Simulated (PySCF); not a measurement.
## Working out the ionisation energy of C

C [He] 2s2 2p2 (3P) → C⁺ [He] 2s2 2p1 (2P). Calculation: PySCF 2.14, in aug-cc-pVDZ (4s3p2d, 23 functions); the non-relativistic Hamiltonian (point nucleus). Frozen: 1s2. Energies in hartree (1 hartree = 27.21139 eV):

```
            part   C (lower)  C⁺ (upper)
             UHF  -37.687763  -37.290253
CCSD correlation   -0.075841   -0.067257
             (T)   -0.001261   -0.000686
```

Task: What does Hartree-Fock give?

Result: (-37.290253) − (-37.687763) = 0.397510 hartree = 10.817 eV.

Task: What do CCSD and CCSD(T) give?

Result: The CCSD correlation energies differ by 0.008584 hartree = 0.234 eV and the triples by 0.000575 hartree = 0.016 eV, so CCSD gives 11.051 eV and CCSD(T) 11.067 eV.

Measured between the centres of the two terms (NIST): 11.262 eV, so CCSD(T) (valence) is off by -0.195 eV.

A double-zeta basis recovers only part of the correlation energy.

What remains against the reference includes basis incompleteness, the frozen core and higher excitations.
